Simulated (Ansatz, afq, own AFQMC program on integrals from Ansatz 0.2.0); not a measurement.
AFQMC on a folder of integrals that Ansatz 0.2.0 wrote.

```yaml
crystal:
  periodic: [false, false, false]
  atoms:
    - {symbol: Si, position_ang: [0.000000, -0.148669, 1.283919]}
    - {symbol: B, position_ang: [0.000000, 0.232261, -2.893750]}
    - {symbol: H, position_ang: [0.000000, 1.032262, 2.205788]}
    - {symbol: H, position_ang: [0.000000, 1.343898, -3.339101]}
    - {symbol: H, position_ang: [0.000000, -0.724810, -3.604255]}
basis:
  gaussian: {orbitals: cc-pVDZ}
magnetization: {spin_polarized: false, initial_magnetization: 2}
correlation: {method: ccsd_t, electrons: outside_noble_gas, hamiltonian_folder: ham}
```

```sh
$ ansatz run in.yaml --threads 1 --pin off --events-out ev --progress --plain --max-ram 1382MiB
```

Options of the walk:

```
--method phaseless --trial cisd --walkers 60 --populations 1 --least-time 40 --time-step 0.005 --steps-per-block 50 --equilibration-blocks 40 --max-blocks 300 --target-error 0.00076 --factor-cut 1e-05 --start spin_pure --seed 3785 --release-times 0.24,0.51,0.99,1.62,2.4 --release-step 0.03 --release-every 4 --taylor-order 6
```

Times are imaginary, in 1/Eh. The walk had a cap of 1573 s.

Log:

```
orbitals 41  electrons 6 4  factors 291 of 450
reference energy -315.17656083 Eh
CCSD correlation -0.18107045 Eh in 15 cycles, weight of the determinant in the CISD state 0.8811
energy of the start -315.357631 Eh
 block  time / (1/Eh)  mean weight  energy / Eh
     1     0.250  1.0004  -315.354996
     2     0.500  0.9997  -315.355415
     3     0.750  0.9995  -315.356537
     4     1.000  0.9982  -315.357992
     5     1.250  0.9989  -315.358331
     8     2.000  0.9995  -315.359384
    11     2.750  0.9996  -315.363308
    26     6.500  1.0014  -315.361149
    41    10.250  1.0010  -315.357297
    56    14.000  0.9981  -315.364167
    71    17.750  0.9998  -315.372257
    76    19.000  1.0017  -315.356845
    86    21.500  1.0017  -315.361175
   101    25.250  1.0013  -315.363447
   116    29.000  1.0007  -315.361234
   131    32.750  1.0020  -315.360831
   146    36.500  0.9996  -315.358828
   161    40.250  0.9995  -315.359819
   176    44.000  1.0017  -315.360598
   191    47.750  1.0014  -315.359130
   196    49.000  0.9995  -315.359817
blocks merged  error / Eh  count
     1  0.000162  160
     2  0.000194  80
     4  0.000248  40
     8  0.000245  20
    16  0.000305  10
released: time / (1/Eh)  energy / Eh  error  mean overlap
  0.24  -315.360723  0.000399  1.0112
  0.51  -315.360830  0.000434  1.0146
  0.99  -315.360895  0.000345  1.0239
  1.62  -315.361669  0.000372  1.0180
  2.40  -315.361626  0.000450  1.0057
energy -315.360521 +/- 0.000248 Eh
(rows thinned)
```

The run passed its tests (sampling time, drift between the halves within three errors, error under three times the target), which doesn't prove that it has relaxed. The second half of the sampling lies above the first by 2.0 errors of their difference, so the energy may still be moving and its error bar be too small.

Against this walk (error 6.8 meV) on the same determinant: CCSD(T) 3.9 meV lower (within the noise), CCSDT(Q) 32.1 meV lower. The error is statistical and leaves out the bias of the constraint. Released to 2.40 1/Eh the energy lies 30 ± 14 meV (both errors) below the phaseless value, which shows part or all of the bias of the constraint, and CCSDT(Q) lies 2.0 meV below the released value. CCSDT(Q) is the surest value here, so the walk's 32 meV above it is most likely the bias of the constraint with this trial, which can have either sign.

Cautions: constraint bias not in the error; lower spins were not checked; a spin-contaminated unrestricted determinant lies lower (UHF 149 meV lower, ⟨S²⟩ 2.06).

The walk took 9.3 min on 1 thread of Arm Neoverse N1, on a shared host. The log's last line is the phaseless energy.

CCSDT and higher add their correlation energy to the determinant of the CCSD(T) run, since their own runs factorise the integrals more tightly (a shift of under 2 meV). A walk keeps the symmetry of its determinant, which the program's search chose and which needn't be the lowest solution, so a lower state of the same spin and another symmetry isn't excluded.
